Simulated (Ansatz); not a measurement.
Debugging vertical spin-state energies of C2H3ClO, SMILES OC=CCl (the Python package of Ansatz (0.2.0)).

`spin.py`
```python
'''Vertical spin-state energies of C2H3ClO.'''

import ansatz as az
from ase import Atoms


def main() -> None:
    atoms = Atoms(['O', 'C', 'C', 'Cl', 'H', 'H', 'H'], positions=[
        (-0.8136, 1.2283, 0.119),
        (0.2783, 0.5388, 0.2785),
        (0.404, -0.731, -0.0947),
        (-0.7245, -1.6457, -0.8298),
        (-1.5196, 0.6858, -0.3367),
        (1.0587, 1.1462, 0.7493),
        (1.3781, -1.2905, 0.0687),
    ])
    system = az.Crystal.molecule_from_ase(atoms)

    calculation = (
        system.calculation()
        .basis(gaussian='def-2TZVP')
        .functional('cam_b3lyp')
    )
    found = {}
    for unpaired in [0, 2, 4]:
        data = calculation.spin('collinear', total=unpaired).run().report
        s = unpaired / 2
        found[unpaired] = data['free_energy_ev']
        print(f'2S+1 = {unpaired + 1}: E = {found[unpaired]:.5f} eV, <S^2> = {abs(data["mean_field"]["state"]["spin_squared"]):.3f} (pure state {s * (s + 1):.2f})')
    lowest = min(found, key=found.get)
    for unpaired, e in found.items():
        print(f'multiplicity {unpaired + 1}: {23.060548 * (e - found[lowest]):.1f} kcal/mol above the lowest')


if __name__ == '__main__':
    main()
```

```console
$ python spin.py
Traceback (most recent call last):
  File "spin.py", line 36, in <module>
    main()
    ~~~~^^
  File "spin.py", line 26, in main
    data = calculation.spin('collinear', total=unpaired).run().report
           ~~~~~~~~~~~~~~~~~~~~~~~~~~~~~~~~~~~~~~~~~~~~~~~~~^^
  ...
ansatz.GaussianBasisError: pseudopotentials/gaussian/def-2tzvp.bse can't be read: No such file or directory (os error 2)
```
(Library frames cut from the traceback.)

Find the fault and give the corrected script.

The fault: the library has no basis set of that name. The correction:

```diff
--- before
+++ after
@@ -20,3 +20,3 @@
         system.calculation()
-        .basis(gaussian='def-2TZVP')
+        .basis(gaussian='def2-TZVP')
         .functional('cam_b3lyp')
```

With that change:

Running `python spin.py` prints:
```text
2S+1 = 1: E = -16692.14259 eV, <S^2> = 0.000 (pure state 0.00)
2S+1 = 3: E = -16688.06046 eV, <S^2> = 2.009 (pure state 2.00)
2S+1 = 5: E = -16679.80620 eV, <S^2> = 6.010 (pure state 6.00)
multiplicity 1: 0.0 kcal/mol above the lowest
multiplicity 3: 94.1 kcal/mol above the lowest
multiplicity 5: 284.5 kcal/mol above the lowest
```

Caveats:
- Total energies depend on the basis set; only differences at equal settings carry meaning.
- The geometry is a force-field or estimated start, not a minimum of this method, and the basis set is short of its limit. All parts are taken at fixed geometry, without zero-point energy.
- It ran for 29 s on 1 thread of Arm Neoverse V2 (shared host), peak memory 0.46 GiB.
